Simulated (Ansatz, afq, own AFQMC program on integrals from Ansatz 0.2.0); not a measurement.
AlSiH⁺, doublet: AFQMC among the cluster methods

```xyz
3

Si    0.0000   -0.0660    1.2777
Al    0.0000    0.0144   -1.3676
H     0.0000    1.4550    1.0066
```

Connectivity, by distances: SiH–Al.

Basis cc-pVDZ. Only valence electrons are correlated. AFQMC by an in-house program on the Cholesky factors that Ansatz 0.2.0 writes for its CCSD(T) run. ph-AFQMC/CISD is guided by a CISD state made of CCSD amplitudes; releasing the constraint for a short imaginary time cuts its bias at the price of noise, slowly where states lie close. ± is one standard error of the sampling.

Determinant: UHF, the one that the program's search chose, which needn't be the lowest solution. The geometry is a PBE0/def2-TZVP stationary point of this or a neighbouring charge and spin state.

Full CI on the same integrals is exact in this basis and with this determinant's frozen core.

Cautions: the determinant is a saddle point among determinants of its kind; unrestricted determinant slightly spin contaminated (⟨S²⟩ 0.82 against 0.75).

The T1 diagnostic is 0.0258, the weight of the determinant in the CISD state is 0.867 and the ⟨S²⟩ of the determinant is 0.819. The size of the correlated space is 7 electrons in 31 orbitals.

```tsv
level	correlation energy (eV)
MP2	-2.6314
CCSD	-3.6320
CCSD(T)	-3.7328
```

Task: Estimate where full CI lies against CCSD(T) on the same integrals.

Result: 0.83 kcal/mol below CCSD(T).

Reference: full CI, correlation energy -3.769 eV. The released energy is read at 2.40 1/Eh (meV from the phaseless value at times in 1/Eh: -3 ± 3 at 0.24, -3.6 ± 2.2 at 0.51, -6.7 ± 1.8 at 0.99, -9.5 ± 1.7 at 1.62, -9.2 ± 2.1 at 2.40).

```tsv
level	E − E(reference) (kcal/mol)	share of correlation (%)
CCSD(T)	0.83	99.04
CCSDT	0.14	99.83
CCSDT(Q)	0.03	99.97
CCSDTQ	0.00	99.99
ph-AFQMC/HF	0.99 ± 0.50	98.86
ph-AFQMC/CISD	0.27 ± 0.08	99.69
released AFQMC	0.06 ± 0.05	99.93
```

CCSDT and higher add their correlation energy to the determinant of the CCSD(T) run, since their own runs factorise the integrals more tightly (a shift of under 2 meV). A walk keeps the symmetry of its determinant, which the program's search chose and which needn't be the lowest solution, so a lower state of the same spin and another symmetry isn't excluded. Released energies are given only where the last usable release times agree within the noise; a slower fall can still hide under it.
